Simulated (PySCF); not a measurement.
## Frontier orbitals and the lowest excitations

Species: C₂H₈N (charge +1).
Structure used (PBE0-D3(BJ)/def2-SVP), in Å, numbered top down from 1:
```xyz
11
C2H8N angstrom
C      1.1791    0.4888   -0.0924
N      0.1316   -0.5680   -0.0605
C     -1.2545   -0.0618    0.1349
H      2.1598    0.0214   -0.2445
H      0.9583    1.1787   -0.9159
H      1.1635    1.0294    0.8619
H      0.3534   -1.2429    0.6831
H      0.1725   -1.1115   -0.9325
H     -1.9479   -0.9110    0.1698
H     -1.2963    0.4978    1.0774
H     -1.5104    0.5989   -0.7024
```

Level of theory: TDDFT CAM-B3LYP/def2-SVPD, vertical, gas phase, core orbitals frozen in the response in PySCF 2.14.0, density-fitted response routines.

Frontier orbitals with the atoms that hold most of them (Löwdin shares over 4%, at most four atoms; ? is withheld):

| orbital | ε (eV) | atoms |
| --- | --- | --- |
| HOMO-3 | -18.67 | C1 26%, C3 26%, H11 10%, H6 10% |
| HOMO-2 | -18.52 | C3 22%, C1 21%, N2 17%, H9 8% |
| HOMO-1 | -18.22 | C3 21%, C1 21%, N2 14%, H5 9% |
| HOMO | ? | ? |
| LUMO | -4.13 | ? |
| LUMO+1 | -2.61 | H7 27%, H8 27%, N2 19% |
| LUMO+2 | -2.43 | C3 12%, C1 12%, H10 11%, H6 11% |

Which atoms hold the HOMO, and with what shares?

C1 (bonded to N and 3 H) 26%; C3 (bonded to N and 3 H) 26%; H4 (bonded to C) 15%; H9 (bonded to C) 15%. By element: carbon 53%, hydrogen 30% or more.

Give the leading atoms of the LUMO.

H8 (bonded to N) 18%; H7 (bonded to N) 18%; N2 (bonded to 2 C and 2 H) 16%; C3 (bonded to N and 3 H) 13%. By element: hydrogen 36% or more, nitrogen 16%, carbon 13% or more.

What is the HOMO energy, and the HOMO–LUMO gap?

ε(HOMO) = -18.15 eV; the gap is 14.02 eV (0.5153 hartree).

The HOMO–LUMO gap is 14.02 eV. Where does the response calculation put the lowest singlet, and from which orbitals?

S1 is at 10.51 eV (f = 0.014), 3.51 eV below the gap, made of HOMO→LUMO (96%). 

One configuration dominates each of S1, S2, S3, S5 and S6. Which, and how do the shares of the two leading atoms of either orbital change from the occupied to the empty one?

- S1 (10.51 eV, f 0.014), HOMO→LUMO (96%): C1 26% → at most 13%, C3 26% → 13%, H8 at most 15% → 18%, H7 at most 15% → 18%
- S2 (10.57 eV, f 0.011), HOMO-1→LUMO (97%): C3 21% → 13%, C1 21% → at most 13%, H8 at most 9% → 18%, H7 at most 9% → 18%
- S3 (10.83 eV, f 0.0022), HOMO-2→LUMO (95%): C3 22% → 13%, C1 21% → at most 13%, H8 at most 8% → 18%, H7 at most 8% → 18%
- S5 (12.05 eV, f 0.0000), HOMO→LUMO+1 (96%): C1 26% → at most 4%, C3 26% → at most 4%, H7 at most 15% → 27%, H8 at most 15% → 27%
- S6 (12.20 eV, f 0.035), HOMO-1→LUMO+1 (95%): C3 21% → at most 4%, C1 21% → at most 4%, H7 at most 9% → 27%, H8 at most 9% → 27%

Löwdin shares depend on the basis, the more so with diffuse functions.
